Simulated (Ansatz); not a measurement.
We consider tetradymite Bi₂Se₃, described by rVV10 (plane waves, PAW; Ansatz, an electronic-structure program).

Rigid layers of the crystal as relaxed at this level are moved apart or together:

```csv
run,layer repeat (Å),energy against free layers (meV/Å²),gap on the mesh (eV)
1,9.2467,-20.47,0.000
2,9.3967,-23.49,0.036
3,9.5467,-24.91,0.074
4,9.7467,-25.07,0.161
5,10.047,-23.16,0.328
6,10.547,-17.93,0.589
7,11.547,-9.07,0.696
8,13.547,-2.61,0.769
```

The lowest energy of these points lies at a layer repeat of 9.75 Å.

Spin–orbit coupling is not included.
